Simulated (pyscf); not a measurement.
Single points on ωB97X-D3(BJ)/def2-SVP structures (PySCF, gas phase).

Estimate the classical barrier height and the reaction energy of `[OH][SiH]([OH])[Cl]` + `[H]` [doublet] → `[OH][SiH2][OH]` + `[Cl]` [doublet] at ωB97M-D3(BJ)/def2-TZVP. The step runs on the doublet surface, breaks Cl–Si and forms H–Si; take the separated reactants as zero.

ΔE‡ = 65.6 kJ/mol, ΔE = +87.2 kJ/mol. Zero-point energy shifts the barrier by +10.6 kJ/mol. It is a substitution at Si, with an imaginary mode of 286i cm⁻¹. On the product side the descent ends in a bound adduct, 45.0 kJ/mol under the separated species and 15.7 kJ/mol under the saddle at ωB97X-D3(BJ)/def2-TZVP. At ωB97M-D3(BJ) the saddle lies under the separated products, which points to a path from their complex (located at ωB97X-D3(BJ) alone), and parting the products costs more than the saddle. The same reactants have a lower exit, to HO–Si•(OH)–Cl + H₂ (barrier +30.7 kJ/mol at ωB97M-D3(BJ)/def2-TZVP, against +65.6 kJ/mol here). One saddle was located; it need not be the lowest between these sides. The angle at the attacked Si is 143°. Left out: the spin-orbit lowering of Cl.
